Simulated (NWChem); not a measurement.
dichloromethane (CH$_{2}$Cl$_{2}$); SMILES ClCCl

```xyz
5

Cl     1.4955     0.0000     0.2117
C      0.0000     0.0000    -0.7731
Cl    -1.4955     0.0000     0.2117
H      0.0000     0.8991    -1.3852
H      0.0000    -0.8991    -1.3852
```
Atoms are numbered in this order, from 1.

The geometry was optimised at B3LYP/6-31G* (spherical d).

**Question.** Give the principal values of the shielding tensors (ppm) of Cl1, C2 from KT2/pcSseg-1, GIAO (NWChem), with their diamagnetic and paramagnetic parts as GIAO splits them.

**Answer.** 
```
atom    σ11    σ22     σ33  isotropic  diamagnetic  paramagnetic
----  -----  -----  ------  ---------  -----------  ------------
Cl1   426.4  685.5  1032.2      714.7       1148.0        -433.3
C2     54.0  133.5   139.1      108.9        250.5        -141.7
```
